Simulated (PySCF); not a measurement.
# Towards the basis-set limit for SiC−

The task here is to estimate one member of a computed series from the others.

The runs use PySCF 2.14.0; CCSD(T) on ROHF, no relativity in the base curves; scalar relativity is added as a correction.

4 further runs of the same task are left out: 4 set aside as unsound or not needed.

Set-up of the first run:

- molecule: SiC−
- state: doublet, unpaired electrons σ ↑
- smaller basis: Si aug-cc-pV(D+d)Z, C aug-cc-pVDZ
- larger basis: Si aug-cc-pV(T+d)Z, C aug-cc-pVTZ
- frozen core orbitals: 6
- extrapolation: correlation as n⁻³ (n = 2, 3), Hartree–Fock as (n+1)·exp(−9√n)
- corrections: core–valence correlation, scalar relativity
- distances (Å): 1.4849, 1.5524, 1.6199, 1.6874, 1.7549, 1.8393, 1.9236
- masses (u): 27.9769, 12.0000
- dissociation limit: Si− + C

On the command line:

```sh
> OMP_NUM_THREADS=4 python comp.py task.json out
```

Among the steps run: Coupled cluster at each distance.

One table of the session follows, with a row left open; its other results are not shown here.

Parts of the energy along the bond, in eV from Si− + C:

```
 R (Å)  HF/CBS  CCSD corr.      (T)  core–valence  relativity
1.4849  -1.529      -2.420  -0.3497       -0.0848     -0.0003
1.5524       ?           ?        ?             ?           ?
1.6199  -2.168      -2.595  -0.4162       -0.0502      0.0044
1.6874  -2.129      -2.691  -0.4519       -0.0374      0.0056
1.7549  -1.939      -2.788  -0.4888       -0.0268      0.0062
1.8393  -1.560      -2.910  -0.5362       -0.0162      0.0064
1.9236  -1.086      -3.030  -0.5843       -0.0078      0.0061
```

Q: Estimate the row for R (Å) = 1.5524 from the others.

Worked estimate for «HF/CBS». A straight line through the neighbours (1.4849, -1.529) and (1.6199, -2.168) gives -1.529 + (-2.168 + 1.529) × (1.5524 − 1.4849) / (1.6199 − 1.4849) = -1.849; a parabola fitted to 3 rows on both sides gives -1.968.

**Answer.** HF/CBS: -1.994; CCSD corr.: -2.504; (T): -0.3820; core–valence: -0.0658; relativity: 0.0025. In «HF/CBS» the line misses by +0.145 and the parabola by +0.026.

To keep in mind: Spin–orbit coupling and excitations beyond (T) are left out. An extrapolation from double and triple zeta is rough, so this isn't yet the limit.
